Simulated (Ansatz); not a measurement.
# MnBr2: the relaxed shape and its frontier levels

Aim: characterise MnBr2 as a sextet: its structure, frontier levels and distribution of charge and spin.

Method: UKS PBE0-D4/def2-TZVP; program: Ansatz 0.2.0, Gaussian basis.

Levels to be run: relaxation at B3LYP-D4/def2-TZVP; a search for the lowest solution at PBE0-D4/def2-SVP; a single point at PBE0-D4/def2-TZVP.

1 further run of the same task is left out (for a known fault of the program). Runs told in other sessions of the task aren't counted.

## Step 1: The system as given

3 atoms, charge 0, spin multiplicity 6.

Atoms are counted from 1 here; the program's logs count them from 0.

Bond lengths: Mn1–Br2 2.172 Å, Mn1–Br3 2.172 Å. Angles: Br2–Mn1–Br3 137.5°.

As a file:

```
atom     x (Å)     y (Å)     z (Å)
 Mn1  -0.45471  -0.26243  -0.01281
 Br2   0.18810   0.09927   2.03000
 Br3   0.26661   0.16316  -2.01719
```

Formally the metal is d5. No spin-orbit coupling is included.

The start is a GFN2-xTB geometry.

## Step 2: Relaxation at B3LYP-D4/def2-TZVP

in.yaml reads:

```yaml
crystal:
  periodic: [false, false, false]
  atoms:
    - {symbol: Mn, position_ang: [-0.454710, -0.262430, -0.012810]}
    - {symbol: Br, position_ang: [0.188100, 0.099270, 2.030000]}
    - {symbol: Br, position_ang: [0.266610, 0.163160, -2.017190]}
basis:
  gaussian: {orbitals: def2-TZVP}
magnetization: {spin_polarized: true, initial_magnetization: 5}
hamiltonian: {xc: {name: B3LYP}, dispersion: d4}
scf: {lower_state_search: "off"}
output: {orbitals: {seedname: orbitals}}
relax: {f_tol: 0.02, max_steps: 100}
```

Started as:

```sh
$ ansatz run in.yaml --threads 4 --pin off --events-out ev --progress --plain --max-ram 3916MiB
```

Further steps of the session: Searching for the lowest solution, PBE0-D4/def2-SVP; Single point, PBE0-D4/def2-TZVP.

Q: Predict the results of all the runs planned. Wanted: point group; near neighbours of the metal; HOMO, LUMO at PBE0-D4/def2-TZVP; ⟨S²⟩; charge on the metal; spin on the metal; dipole at B3LYP-D4/def2-TZVP.

The runs gave:

| quantity | value |
| --- | --- |
| point group | D∞h |
| near neighbours of the metal | Br 2.34, Br 2.34 Å |
| HOMO, LUMO at PBE0-D4/def2-TZVP (over both spins) | -8.15, -3.02 eV |
| ⟨S²⟩ | 8.768 |
| charge on the metal (Mulliken, PBE0-D4/def2-TZVP) | +0.80 e |
| spin on the metal (Mulliken) | 4.96 |
| dipole at B3LYP-D4/def2-TZVP | 0.01 D |

The molecule keeps its bonding pattern by the stored test; the atoms moved 0.45 Å (rms), and the angle Br2–Mn1–Br3 went from 137° to 180°. Of 5 unpaired electrons, 4.96 sit on the metal by Mulliken's count. The Mulliken charge of the metal, +0.80 e, depends on the basis and isn't its oxidation state. No usable vibrations, so a minimum isn't proven. The alpha HOMO lies nearest to Br2, Br3 about 45 % each; Mn1 11 % and the alpha LUMO to Mn1 57 %; Br2, Br3 about 21 % each (shares on a coarse grid); over both spins the LUMO of beta spin, not drawn, take the frontier's place. Whether this spin is the lowest isn't tested here.
